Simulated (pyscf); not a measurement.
A first-order saddle from PySCF, ωB97X-D3(BJ)/def2-SVP:

```xyz
11

Si    -2.3861     0.8158     0.0264
S     -0.9077    -0.8202     0.8149
Si     0.7220    -0.1834    -0.5119
H     -2.8788    -0.1895    -0.9911
H     -3.5916     1.0476     0.8532
H     -1.7651     1.8360    -0.8553
H      1.8888    -1.0390    -0.1836
H      0.2234    -0.4470    -1.8837
H      0.9577     1.2501    -0.2347
Cl    -1.1649     2.0260     1.8501
H     -0.6151     0.1509     1.7908
```

Surface: singlet, charge 0. Lowest wavenumbers (cm⁻¹): 359i, 72, 102, 142, 262.

Question: Which two sides does it connect, and which bonds change?

Answer: `[SiH3][S][SiH3]` + `[ClH]` ⇌ `[SiH3][Cl]` + `[SiH3][SH]`, a four-centre exchange read from left to right: S–Si, Cl–H broken and Cl–Si, H–S formed. At ωB97M-D3(BJ)/def2-TZVP it lies +1.10 eV from the left side and +1.45 eV from the right (each side as separated species at their lowest minima found). On the reactant side the descent ends in a complex, 0.20 eV under the separated species and 1.23 eV under the saddle at ωB97X-D3(BJ)/def2-TZVP. One saddle was located; it need not be the lowest between these sides.
